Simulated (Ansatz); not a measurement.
**AlNH₂ (triplet): from Hartree-Fock to the top rungs, def2-TZVPP**

One table from this session's results is given with a row withheld; the runs are named, their logs left out.

Program: Ansatz 0.2.0, Gaussian basis. Level of theory: def2-TZVPP, core rule «outside noble gas», up to 6 orbitals frozen. These are calculated values, not measurements.

Plan: UHF; ROHF; CCSD(T) on UHF.

2 further runs of the same task are left out: 2 set aside as unsound or not needed.

### What is computed

The geometry is a PBE0/def2-TZVP stationary point (not a proven minimum) of the parent state, kept for this charge and spin.

4 atoms, charge 0, spin multiplicity 3.

Atoms are counted from 1 here; the program's logs count them from 0.

Bond lengths: Al1–N2 1.796 Å, N2–H3 1.012 Å, N2–H4 1.012 Å. Angles: Al1–N2–H3 125.6°, Al1–N2–H4 125.6°, H3–N2–H4 108.7°.

The first run:

The input, in.yaml:

```yaml
crystal:
  periodic: [false, false, false]
  atoms:
    - {symbol: Al, position_ang: [0.000000, 0.000000, 0.696811]}
    - {symbol: N, position_ang: [0.000000, 0.000000, -1.099242]}
    - {symbol: H, position_ang: [0.000000, 0.822256, -1.688737]}
    - {symbol: H, position_ang: [0.000000, -0.822256, -1.688737]}
basis:
  gaussian: {orbitals: def2-TZVPP}
magnetization: {spin_polarized: true, initial_magnetization: 2}
hamiltonian: {xc: hf}
output: {orbitals: {seedname: orbitals}}
```

Run with:

```console
ansatz run in.yaml --threads 1 --pin off --events-out ev --progress --plain --max-ram 4096MiB --backend cpu
```

Steps of the session up to this table: UHF; ROHF; CCSD(T) on UHF.

One of the session's tables, all rows but one given; the rest of the session is left out.

| method | from UCCSD(T) (meV) |
| --- | --- |
| ROHF | +7539.3 |
| UHF | +7518.7 |
| UMP2 | ? |
| UCCSD | +287.1 |
| UCCSD(T) | 0 |

Estimate the missing values for UMP2.

**Answer.** from UCCSD(T) (meV): +627.1. In the column «from UCCSD(T) (meV)» it lies between UCCSD (+287.1) and UHF (+7518.7).
